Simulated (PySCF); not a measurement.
**Relaxation of triplet OF2**

Method: UPBE0/[O def2-TZVP, F def2-TZVP], no relativity, density fitting, PySCF. A (50,194) grid was used.

A hand-made bent start, of C2v symmetry, held to at least that symmetry:

```xyz
3
charge 0 multiplicity 3, angstrom
O     0.0000    0.0000   -0.5126
F     1.0403    0.0000    0.2158
F    -1.0403    0.0000    0.2158
```

Optimiser trace:
```
step  E − E(last) (kJ/mol)  largest gradient (Eh/bohr)
   0                388.26                     0.30207
   1                 55.32                     0.03332
   2                 15.18                     0.02410
   3                  1.45                     0.01167
   4                  0.48                     0.00626
   5                  0.06                     0.00223
   6                  0.00                     0.00020
   7                  0.00                     0.00002
```

It ends at C2v with O–F 1.509 Å (×2); F–O–F 141.0°. A frequency run shows 1 imaginary mode, down to 654i cm⁻¹, so it is a saddle point. Other isomers or separated fragments may lie lower.

Final geometry:
Z-matrix (Å, degrees; charge 0 multiplicity 3):
```
O
F  1 1.5092
F  1 1.5092 2 141.04
```

At this level a singlet minimum of C2v symmetry lies 157 kJ/mol below this structure.

The relaxation took 5.7 s on 4 threads of a shared Arm Neoverse V1 host, with 93 basis functions and 8 gradients; the process peaked at 0.5 GiB.
